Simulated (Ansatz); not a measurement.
Born–Oppenheimer molecular dynamics of BH$_{4}$NO (7 atoms, charge 0, multiplicity 1). It starts from a relaxed structure.

Level of theory: RKS BHLYP-D4/cc-pVDZ (Ansatz 0.2.0).

| Property | Result |
| --- | --- |
| ensemble | NVE (velocity Verlet) |
| time step | 0.5 fs |
| steps asked | 100 |
| starting velocities drawn for | 700 K |
| seed | 943980 |

First frame:

```xyz
7
Properties=species:S:1:pos:R:3
B 0.096 -0.194 0.153
N -0.024 0.042 1.522
H -0.909 0.132 1.982
H 0.774 0.133 2.124
O 1.347 -0.305 -0.388
H 1.325 -0.465 -1.326
H -0.897 -0.294 -0.518
```

(1) What does the run give?

(2) What happens to the structure?

(3) How do temperature and energy run in time?

## Answers

(1) All steps were run.

* steps done: 100
* time covered: 50 fs
* mean temperature over the second half: 358 K
* spread of the potential energy over the second half: 11.8 meV per atom
* mean potential energy of the second half above the start: 31.8 meV per atom

The conserved energy stayed within 0.58 meV per atom of its start (net change 0.15 meV per atom), so the integration is sound. A run of 0.05 ps of so small a system gives no equilibrium averages.

(2) The same pairs are bonded in the first frame and the last. Pairs count as bonded within 1.25 times the sum of covalent radii (0.12 Å more for H–H). Another seed would give other details.

(3) 
| time (fs) | T (K) | potential energy less start (eV) | conserved less start (meV/atom) |
| --- | --- | --- | --- |
| 0 | 700 | 0.000 | 0.00 |
| 4 | 229 | 0.307 | 0.35 |
| 8 | 414 | 0.186 | 0.21 |
| 12 | 345 | 0.232 | 0.39 |
| 16 | 118 | 0.380 | 0.57 |
| 20 | 366 | 0.218 | 0.30 |
| 24 | 270 | 0.279 | 0.15 |
| 28 | 435 | 0.172 | 0.10 |
| 32 | 494 | 0.134 | 0.09 |
| 36 | 331 | 0.240 | 0.25 |
| 40 | 497 | 0.133 | 0.32 |
| 44 | 196 | 0.329 | 0.49 |
| 48 | 255 | 0.290 | 0.40 |

Time of the run: 110 s on 1 thread of Intel(R) Xeon(R) Platinum 8488C (Sapphire Rapids), with other jobs on the host, peak memory 0.12 GiB.
